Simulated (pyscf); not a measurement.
Single points on ωB97X-D3(BJ)/def2-SVP structures (PySCF, gas phase).

Estimate the classical barrier height and the reaction energy of F–SiH₃ + H₂N–SiH₃ → H₃Si–NH–SiH₃ + HF at ωB97M-D3(BJ)/def2-TZVP. The step runs on the singlet surface, breaks F–Si, H–N and forms N–Si, F–H; take the separated reactants as zero.

ΔE‡ = 28.4 kcal/mol, ΔE = +18.4 kcal/mol. Zero-point energy shifts the barrier by 0.0 kcal/mol. It is a four-centre exchange, with an imaginary mode of 739i cm⁻¹. On the reactant side the descent ends in a complex (not fully relaxed), 4.1 kcal/mol under the separated species and 30.5 kcal/mol under the saddle at ωB97X-D3(BJ)/def2-TZVP. On the product side the descent ends in a complex, 7.7 kcal/mol under the separated species and 17.6 kcal/mol under the saddle at ωB97X-D3(BJ)/def2-TZVP. One saddle was located; it need not be the lowest between these sides.
